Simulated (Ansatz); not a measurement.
A nudged elastic band was laid between two geometries of C₂HClF₂O (7 atoms, charge 0, multiplicity 1).

Level of theory: RKS r2SCAN/def2-SVP (Ansatz).

```json
{
  "movable images": "5",
  "climbing image": "yes",
  "spring": "5.0 eV/Å²",
  "optimiser": "quadratic models (default)",
  "start path": "through a guess of the saddle point",
  "force threshold": "0.05 eV/Å",
  "iteration limit": "60",
  "end points": "relaxed"
}
```

Image 0:

```xyz
7
Properties=species:S:1:pos:R:3
F -0.360 -1.251 1.209
C -0.107 -0.729 0.016
F -0.624 -1.513 -0.928
O 1.158 -0.268 -0.206
C 0.082 0.698 -0.177
Cl 0.036 1.806 1.175
H -0.124 1.188 -1.136
```

Image 6:

```xyz
7
Properties=species:S:1:pos:R:3
F 0.207 -1.082 1.109
C -0.067 -0.405 -0.016
F -1.037 -1.099 -0.670
O 1.092 -0.332 -0.734
C -0.534 1.035 0.081
Cl -0.522 1.567 1.681
H 0.921 0.248 -1.496
```

Question: What changes between the two ends?

Answer: Bonds broken: O4–C5, C5–H7. Bonds formed: O4–H7.

Question: What energy profile does the band end with?

Answer: It converged. The highest image is number 4 of 0 to 6, 2.68 eV above the first end and 0.49 eV above the last; the last end lies 2.19 eV above the first. A vibrational analysis at the climbing image gives one clearly imaginary mode, 1347i cm⁻¹: a first-order saddle point. The orbitals stay closed-shell, which can raise the energy where a bond breaks towards radicals; this wasn't checked here.

```csv
image,path coordinate (Å),energy (eV),O4–C5 (Å),C5–H7 (Å),O4–H7 (Å)
0,0.00,0.00,1.45,1.10,2.15
1,0.36,0.20,1.49,1.09,2.05
2,0.72,0.95,1.69,1.08,1.86
3,1.08,1.97,1.85,1.15,1.56
4,1.44,2.68,1.93,1.38,1.18
5,1.96,2.28,2.15,1.97,0.99
6,2.48,2.19,2.28,2.28,0.97
```

Question: What is the geometry of the highest image?

Answer: 
```xyz
7
Properties=species:S:1:pos:R:3
F 0.035 -1.177 1.154
C -0.117 -0.590 -0.034
F -0.912 -1.369 -0.781
O 1.073 -0.268 -0.626
C -0.381 0.892 -0.099
Cl -0.254 1.705 1.383
H 0.618 0.739 -1.042
```

Question: What are the harmonic wavenumbers there?

Answer: 1347i, 165, 209, 353, 479, 539, 649, 715, 814, 866, 1035, 1162, 1249, 1346, 2211 cm⁻¹.

Run time: 3.4 min on 2 threads of Arm Neoverse V1, on a shared host, peak memory 0.15 GiB.
